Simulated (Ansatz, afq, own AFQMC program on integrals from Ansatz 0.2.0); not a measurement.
Where AFQMC and coupled cluster stand for SiH2O, triplet

```tsv
atom	x (Å)	y (Å)	z (Å)
Si	0.0000	0.0000	0.4897
O	0.0000	0.0000	-1.0261
H	0.0000	1.2309	1.3214
H	0.0000	-1.2309	1.3214
```

Connectivity, by distances: SiH2–O.

Basis cc-pVDZ. Only valence electrons are correlated. Ansatz 0.2.0 and our own AFQMC program on the same integrals; the CISD trial comes from CCSD amplitudes, and released means the phaseless constraint is let go. Error bars are statistical, one sigma.

Determinant: UHF, the one that the program's search chose, which needn't be the lowest solution. The geometry is a PBE0/def2-TZVP stationary point of this or a neighbouring charge and spin state.

No full CI on the walks' own integrals is used here; CCSDT(Q) serves as the reference and is uncertain by about the last step of the cluster series.

Cautions: another spin lies lower (by 3.99 eV).

* T1 diagnostic: 0.0309
* weight of the determinant in the CISD state: 0.879
* ⟨S²⟩ of the determinant: 2.019
* size of the correlated space: 12 electrons in 36 orbitals

```
  level  correlation energy (eV)
    MP2                  -6.1147
   CCSD                  -7.0521
CCSD(T)                  -7.2080
```

Task: Estimate where phaseless AFQMC with a CISD trial lies against CCSD(T) on the same integrals.

Result: 3.7 ± 1.1 kJ/mol below CCSD(T).

Reference: CCSDT(Q), correlation energy -7.257 eV. The released energy is read at 1.62 1/Eh, later times being too noisy (meV from the phaseless value at times in 1/Eh: -4 ± 14 at 0.24, -15 ± 16 at 0.51, -16 ± 16 at 0.99, 11 ± 17 at 1.62, 26 ± 29 at 2.40).

```json
{"level": "CCSD(T)", "E − E(reference) (kJ/mol)": "4.7", "share of correlation (%)": "99.32"}
{"level": "CCSDT", "E − E(reference) (kJ/mol)": "1.4", "share of correlation (%)": "99.80"}
{"level": "ph-AFQMC/CISD", "E − E(reference) (kJ/mol)": "1.1 ± 1.1", "share of correlation (%)": "99.85"}
{"level": "released AFQMC", "E − E(reference) (kJ/mol)": "2.1 ± 1.6", "share of correlation (%)": "99.70"}
```

A walk keeps the symmetry of its determinant, which the program's search chose and which needn't be the lowest solution, so a lower state of the same spin and another symmetry isn't excluded. Released energies are given only where the last usable release times agree within the noise; a slower fall can still hide under it.
